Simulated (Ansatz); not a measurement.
# Volume per atom of some transition metals, all hcp

Method: PBE-D4 (PAW; Ansatz, a first-principles code). References are measured values corrected to a static lattice. The table is a random draw of 8 from 9 solids with such references.

Values in Å³/atom.

```json
[
 {"solid": "hcp Zr", "reference": "23.18¶", "PBE-D4": "23.04", "error (%)": "-0.6"},
 {"solid": "hcp Hf", "reference": "22.30¶", "PBE-D4": "22.23", "error (%)": "-0.3"},
 {"solid": "hcp Ti", "reference": "17.50¶", "PBE-D4": "17.11", "error (%)": "-2.2"},
 {"solid": "hcp Ru", "reference": "13.45¶", "PBE-D4": "13.52", "error (%)": "+0.5"},
 {"solid": "hcp Co", "reference": "10.96¶", "PBE-D4": "10.57", "error (%)": "-3.6"},
 {"solid": "hcp Sc", "reference": "24.77¶", "PBE-D4": "23.89", "error (%)": "-3.6"},
 {"solid": "hcp Os", "reference": "13.85¶", "PBE-D4": "14.03", "error (%)": "+1.3"},
 {"solid": "hcp Re", "reference": "14.62¶", "PBE-D4": "14.68", "error (%)": "+0.4"}
]
```

Over these 8 solids the mean error is -1.0 %, the mean absolute error 1.6 % (median 1.0 %), and the worst case hcp Co at -3.6 %; the value is below the reference in 5 of 8 cases. Over all 9, from unrounded values, the mean error is -1.2 % and the mean absolute error 1.7 % (median 1.3 %).

All these references are brought to a static lattice.

Spin–orbit coupling is left out, also for the solids with elements from indium on (hcp Hf, hcp Os, hcp Re); its size isn't shown.

¶ marks references of a special kind: hcp Zr, 23.18 Å³/atom (measured, copied from a table, unchecked, extrapolated to 0 K and zero-point effects removed; as tabulated in Lejaeghere et al. (2013), arXiv:1204.2733); hcp Hf, 22.30 Å³/atom (measured, copied from a table, unchecked, extrapolated to 0 K and zero-point effects removed; as tabulated in Lejaeghere et al. (2013), arXiv:1204.2733); hcp Ti, 17.50 Å³/atom (measured, copied from a table, unchecked, extrapolated to 0 K and zero-point effects removed; as tabulated in Lejaeghere et al. (2013), arXiv:1204.2733); hcp Ru, 13.45 Å³/atom (measured, copied from a table, unchecked, extrapolated to 0 K and zero-point effects removed; as tabulated in Lejaeghere et al. (2013), arXiv:1204.2733); hcp Co, 10.96 Å³/atom (measured, copied from a table, unchecked, extrapolated to 0 K and zero-point effects removed; as tabulated in Lejaeghere et al. (2013), arXiv:1204.2733); hcp Sc, 24.77 Å³/atom (measured, copied from a table, unchecked, extrapolated to 0 K and zero-point effects removed; as tabulated in Lejaeghere et al. (2013), arXiv:1204.2733); hcp Os, 13.85 Å³/atom (measured, copied from a table, unchecked, extrapolated to 0 K and zero-point effects removed; as tabulated in Lejaeghere et al. (2013), arXiv:1204.2733); hcp Re, 14.62 Å³/atom (measured, copied from a table, unchecked, extrapolated to 0 K and zero-point effects removed; as tabulated in Lejaeghere et al. (2013), arXiv:1204.2733).

Differences are worked out from the printed values.

Ansatz's density-functional and Hartree–Fock values are scalar-relativistic unless marked +SOC, with PAW data made under PBE.

Ansatz's runs of these crystals have no spin polarisation, but for hcp Co.

Density-functional runs with spin start from parallel moments for hcp Co.

Of the class's solids with a reference value and a result at some level, none was set aside. Solids without a released value at any level aren't counted. Cubic solids are told by their lattice constant and aren't counted here. Layered and molecular crystals are counted apart. The metals Ce to Yb are counted apart.

References as tabulated in Lejaeghere et al. (2013), arXiv:1204.2733.
